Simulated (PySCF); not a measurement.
## Frontier levels across methods

Species: C2H5B.
Cartesian coordinates in Å at the PBE0-D3(BJ)/def2-SVP level; atoms count from 1:
```xyz
8
C2H5B angstrom
B      1.2912    0.0321    0.0979
C     -0.1469   -0.5231    0.1103
C     -1.1994    0.2824   -0.1286
H      2.2511   -0.6728    0.3102
H      1.4624    1.2093   -0.1315
H     -0.3503   -1.5821    0.3131
H     -1.0540    1.3485   -0.3370
H     -2.2360   -0.0755   -0.1280
```

The species is `BC=C` (C2H5B).

Basis pcSseg-2 throughout (PySCF), one geometry. Isolated species at its PBE0-D3(BJ)/def2-SVP geometry, gas phase.

Q: How do the orbital energies, the gap and the dipole change with the method?

A: 
```tsv
method	kind	HOMO (eV)	LUMO (eV)	gap (eV)	μ (D)	SCF cycles
BLYP	GGA	-7.28	-2.98	4.30	1.41	14
B97-D	GGA	-7.35	-2.95	4.40	1.39	14
KT3	GGA	-7.41	-3.02	4.39	1.38	14
KT2	GGA	-7.43	-3.08	4.35	1.41	14
OPBE	GGA	-7.45	-3.01	4.44	1.40	15
PBE	GGA	-7.48	-3.15	4.33	1.43	14
BP86	GGA	-7.55	-3.20	4.35	1.42	14
LDA	LDA	-7.68	-3.41	4.27	1.45	14
B97-2	global hybrid	-8.21	-2.13	6.08	1.33	13
B3LYP	global hybrid	-8.25	-2.35	5.90	1.35	14
PBE0	global hybrid	-8.49	-2.14	6.35	1.35	13
mPW1PW91	global hybrid	-8.50	-2.13	6.36	1.34	13
BHandHLYP	global hybrid	-9.32	-1.05	8.27	1.27	12
CAM-B3LYP	range-separated hybrid	-9.78	-1.02	8.76	1.29	12
wB97X-D	range-separated hybrid	-10.31	-0.27	10.04	1.27	13
HF	Hartree–Fock	-10.61	1.44	12.05	1.22	10
LC-wPBE	range-separated hybrid	-11.19	0.13	11.32	1.22	12
```

The HOMO spans 3.91 eV, from BLYP down to LC-wPBE, and the gap runs from 4.27 eV (LDA) to 12.05 eV (HF). Over the methods BLYP (0 %), B97-D (0 %), KT3 (0 %), KT2 (0 %), OPBE (0 %), PBE (0 %), BP86 (0 %), LDA (0 %), B97-2 (21 %), B3LYP (20 %), PBE0 (25 %), mPW1PW91 (25 %), BHandHLYP (50 %), HF (100 %), a straight line through the gap against the share of exact exchange rises by 0.77 eV for each 10 % (correlation coefficient 1.000). The dipole ranges from 1.22 D (HF) to 1.45 D (LDA). This basis has no diffuse functions.
